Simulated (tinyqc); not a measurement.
Inside a calculation. Method: extended Hueckel theory, for BH+. The parameters take no account of the charge, which enters only through the electron count. Computed by tinyqc, a small Python program that keeps every step (integrals from PySCF). Settings: charge = 1, K = 2.0, weighted = 1, multiplicity = 2. Command: `OMP_NUM_THREADS=1 python tinyqc.py 28659 28660 out.jsonl` (the two numbers bound the seeds that draw the settings). One thread of a shared host (Intel(R) Xeon(R) Processor @ 2.60GHz), about 0.01 s of CPU time with the checks.

## Overlaps

Geometry (angstrom):
```
atom         x         y         z
B     0.000000  0.000000  0.000000
H     0.000000  0.000000  1.411000
```

Parameters chosen for this run:
```
element  shell  Slater exponent   H_ii (eV)
H           1s         1.300000  -13.600000
B           2s         1.300000  -15.200000
B           2p         1.300000   -8.500000
```

Slater orbitals, each expanded in six Gaussians scaled to its exponent.

overlap S, lower triangle:
```
           1B 2s    1B 2px    1B 2py    1B 2pz     2H 1s
1B 2s   1.000000
1B 2px  0.000000  1.000000
1B 2py  0.000000  0.000000  1.000000
1B 2pz  0.000000  0.000000  0.000000  1.000000
2H 1s   0.390402  0.000000  0.000000  0.458559  1.000000
```

## Wolfsberg-Helmholz matrix

diagonal H_ii (eV): 1B 2s -15.200000, 1B 2px -8.500000, 1B 2py -8.500000, 1B 2pz -8.500000, 2H 1s -13.600000

K = 2.000000

H_ij = K' S_ij (H_ii + H_jj)/2 for i != j (the diagonal keeps H_ii), with K' = K + D^2 + D^4 (1 - K), D = (H_ii - H_jj)/(H_ii + H_jj), K = 2.

H (eV), lower triangle:
```
             1B 2s     1B 2px     1B 2py      1B 2pz       2H 1s
1B 2s   -15.200000
1B 2px    0.000000  -8.500000
1B 2py    0.000000   0.000000  -8.500000
1B 2pz    0.000000   0.000000   0.000000   -8.500000
2H 1s   -11.260875   0.000000   0.000000  -10.389637  -13.600000
```

## Orbitals

valence electrons = 3

Solve H C = S C e through S^(-1/2); fill by pairs from the bottom, a degenerate level sharing its electrons equally; each orbital has its largest coefficient positive (the first on a tie).

orbital energies (eV): -18.613495  -11.294611  -8.500000  -8.500000  7.176281

occupations: 2.000000  1.000000  0.000000  0.000000  0.000000

coefficients:
```
             MO1        MO2       MO3        MO4        MO5
1B 2s   0.626833  -0.624408  0.000000   0.000000  -0.675534
1B 2px  0.000000   0.000000  0.072467   0.997371   0.000000
1B 2py  0.000000   0.000000  0.997371  -0.072467   0.000000
1B 2pz  0.098219   0.663590  0.000000   0.000000  -0.938054
2H 1s   0.535709   0.355919  0.000000   0.000000   1.074911
```

sum of one-electron energies = -48.521600 eV

Within a degenerate level the vectors are fixed only up to a rotation; this is one choice.

## Mulliken analysis

P = C n C^T; charge = valence electrons (H 1, B 3) minus the sum of (P S)_ii on the atom; overlap population = 2 sum P_ij S_ij between two atoms.

charges: 1B 1.032638, 2H -0.032638

Overlap populations:
```
pair     value
2-1   0.663983
```
